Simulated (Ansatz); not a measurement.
Two shapes of singlet SiH2.

Shape 1:

```xyz
3

Si    0.0000    0.0000   -0.1342
H     0.0000    1.0962    0.9391
H     0.0000   -1.0962    0.9391
```

Shape 2:

```xyz
3

Si    0.0000    0.0000   -0.1234
H     0.0000    1.0085    0.8640
H     0.0000   -1.0085    0.8640
```

Basis set: 6-31G* (spherical functions). Left uncorrelated: 5 orbitals. Charge 0, multiplicity 1.

Computed with Ansatz (development build ahead of 0.2.0); each method stands on the lowest determinant of its kind that the runs found.

**Question.** Which shape is lower in energy, and by how much in each method?

**Answer.**

```
 method  E(2) − E(1) (eV)
    RHF             0.186
RHF-MP2             0.223
```

Shape 1 is lower.
